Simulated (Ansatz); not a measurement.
# AlClH: the cost of one run

Program: Ansatz 0.2.0, Gaussian basis. Level of theory: def2-QZVPP, all electrons in the functionals, frozen cores in the correlation of double hybrids and RPA. These are calculated values, not measurements.

Plan: wB97M-V, B2PLYP, at charge 0, quartet; charge 0, doublet; charge 0, sextet; charge 1, triplet; charge 1, quintet.

## Step 1: The geometry

The geometry is a PBE0/def2-TZVP stationary point (not a proven minimum).

3 atoms, charge 0, spin multiplicity 4.

Atoms are counted from 1 here; the program's logs count them from 0.

Bond lengths: Al1–Cl2 2.197 Å, Al1–H3 1.817 Å. Angles: Cl2–Al1–H3 63.0°.

Geometry (Å):

```xyz
3

Al    0.0000   -0.0502    1.2399
Cl    0.0000   -0.0068   -0.9563
H     0.0000    1.5845    0.4462
```

No dispersion term is added; wB97M-V holds VV10 nonlocal correlation.

The geometry shown and the zero of energy belong to the point charge 0, quartet. The yardstick, UCCSD(T), and other wave-function levels (R restricted, U unrestricted, valence and pair active spaces) come from earlier runs.

## Step 2: wB97M-V, charge 0, quartet

Contents of in.yaml:

```yaml
crystal:
  periodic: [false, false, false]
  atoms:
    - {symbol: Al, position_ang: [0.000000, -0.050236, 1.239922]}
    - {symbol: Cl, position_ang: [0.000000, -0.006816, -0.956330]}
    - {symbol: H, position_ang: [0.000000, 1.584516, 0.446218]}
basis:
  gaussian: {orbitals: "def2-QZVPP.json"}
magnetization: {spin_polarized: true, initial_magnetization: 3}
hamiltonian: {xc: {name: wB97M-V}}
output: {orbitals: {seedname: orbitals}}
```

Launch:

```
ansatz run in.yaml --threads 1 --pin off --events-out ev --progress --plain --max-ram 2393MiB
```

Q: Estimate wall time and peak memory on 1 thread of Arm Neoverse V1, shared host.

About 27 s, with a peak of 0.45 GiB.
